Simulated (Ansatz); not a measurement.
We consider zinc-blende HgSe, described by LDA (Ansatz, an electronic-structure program, PAW).

Run with plane-wave cutoff 520 eV, 20×20×20 k mesh, Fermi–Dirac smearing 0.05 eV, perturbation theory, scalar-relativistic PAW data made under PBE.

The cell has the measured lattice: a = b = c = 6.0850 Å, α = β = γ = 90.00°.

What does this level give for the TO(Γ) frequency?


- TO(Γ) frequency: 129 cm⁻¹

Note: the solid has no gap at this level, which affects its response; the cell isn't this level's own, so it is under some stress, which shifts stiffness and frequencies.

Spin–orbit coupling is not included; it can shift volumes and moduli of such heavy elements.

The result took about 27 core-minutes (a rough figure).
